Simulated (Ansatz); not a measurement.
System: ClF, charge 0, multiplicity 1. 
Geometry from a B3LYP-D3(BJ)/def2-TZVP (Ansatz, a first-principles code) optimisation:
SMILES: FCl
```xyz
2

F      0.0000     0.0000    -1.0729
Cl     0.0000     0.0000     0.5680
```
Charge 0, spin multiplicity 1.

Property: vertical ionisation energy (to the doublet state of charge +1; each state is the SCF solution reached for its spin), in eV. Cores are frozen in the correlated levels unless marked. Open shells are spin-unrestricted. No spin-orbit coupling. No relativistic terms. CBS(X,Y): correlation extrapolated as X^-3; Hartree-Fock from the larger set.

Measured: 12.77 eV (CCCBDB table in ASE); it holds spin-orbit and relativistic effects, which these rows lack, and core correlation, which the frozen-core levels lack. This is an older compilation, not checked against later work.

| level | program | vertical ionisation energy (eV) | error against measurement |
|---|---|---|---|
| SVWN5/def2-TZVPD | Ansatz | 12.69 | -0.08 |
| r2SCAN/def2-TZVPD | Ansatz | 12.60 | -0.17 |
| B3LYP/def2-TZVPD | Ansatz | 12.76 | -0.01 |
| PBE0/def2-TZVPD | Ansatz | 12.72 | -0.05 |
| BHLYP/def2-TZVPD | Ansatz | 12.85 | 0.08 |
| wB97M-V/def2-TZVPD | Ansatz | 12.78 | 0.01 |
| CCSD/aug-cc-pV(T+d)Z | Ansatz | 12.75 | -0.02 |
| CCSD/def2-TZVPPD | Ansatz | 12.72 | -0.05 |
| CCSD/CBS(aug-cc-pV(T+d)Z,aug-cc-pV(Q+d)Z) | Ansatz | 12.93 | 0.16 |
| CCSD/CBS(def2-TZVPPD,def2-QZVPPD) | Ansatz | 12.92 | 0.15 |
| CCSD(T)/def2-SVPD | Ansatz | 12.68 | -0.09 |
| CCSD(T)/def2-TZVPPD | Ansatz | 12.68 | -0.09 |
| CCSD(T)/aug-cc-pV(Q+d)Z | Ansatz | 12.82 | 0.05 |
| CCSD(T)/CBS(def2-TZVPPD,def2-QZVPPD) | Ansatz | 12.89 | 0.12 |
| CCSD(T)/CBS(aug-cc-pV(T+d)Z,aug-cc-pV(Q+d)Z) | Ansatz | 12.90 | 0.13 |
